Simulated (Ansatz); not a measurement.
The pair A = C2H2 (SMILES C#C) (first 4 atoms), B = H2O (SMILES O); geometry from S66by8 set.
(charge 0, multiplicity 1):
| atom | x (Å) | y (Å) | z (Å) |
|---|---|---|---|
| C | -1.0163 | 0.0429 | 0.0336 |
| H | 0.0495 | 0.0126 | 0.0090 |
| C | -2.2282 | 0.0767 | 0.0610 |
| H | -3.2887 | 0.1070 | 0.0856 |
| O | 2.2791 | -0.0730 | -0.0578 |
| H | 2.8495 | -0.6628 | 0.4392 |
| H | 2.8511 | 0.2780 | -0.7432 |

Correlated levels freeze the cores. MP2 and its Hartree–Fock in aug-cc-pVQZ are density fitted.

Run with Ansatz (Gaussian orbitals). Values without a source in brackets are computed.

The counterpoise-corrected interaction energy is E(AB) − E(A in the pair's basis) − E(B in the pair's basis). Total energies (hartree):

```
level                          AB  A in the pair's basis  B in the pair's basis
-------------------  ------------  ---------------------  ---------------------
HF/aug-cc-pVTZ       -152.9131075            -76.8490739            -76.0604807
MP2/aug-cc-pVTZ      -153.4980439            -77.1643776            -76.3292993
HF/aug-cc-pVQZ       -152.9227196            -76.8533244            -76.0658278
MP2/aug-cc-pVQZ      -153.5421487            -77.1856595            -76.3520013
MP2/aug-cc-pVDZ      -153.3585799            -77.0927471            -76.2617776
CCSD(T)/aug-cc-pVDZ  -153.3999377            -77.1210827            -76.2748316
```

Q: Work out the counterpoise-corrected interaction energy at the basis-set limit: extrapolate the MP2 correlation part as X⁻³, take Hartree–Fock from the larger set, and add the CCSD(T) − MP2 difference of aug-cc-pVDZ.

A: 
1. Differences (1 hartree = 627.509 kcal/mol): HF/aug-cc-pVTZ -2.229; MP2/aug-cc-pVTZ -2.740; HF/aug-cc-pVQZ -2.239; MP2/aug-cc-pVQZ -2.816; MP2/aug-cc-pVDZ -2.545; CCSD(T)/aug-cc-pVDZ -2.525.
2. Correlation parts, MP2 less HF: -0.511 in aug-cc-pVTZ (X = 3), -0.578 in aug-cc-pVQZ (X = 4).
3. Limit (4³·(-0.578) − 3³·(-0.511))/(4³ − 3³) = -0.626; with HF/aug-cc-pVQZ it gives -2.865.
4. CCSD(T) less MP2 in aug-cc-pVDZ: 0.020.
Result: -2.84 kcal/mol, against -2.74 at MP2/aug-cc-pVTZ. It is an estimate of this method's limit, not of the exact value.

Ansatz is a quantum-chemistry and plane-wave program.
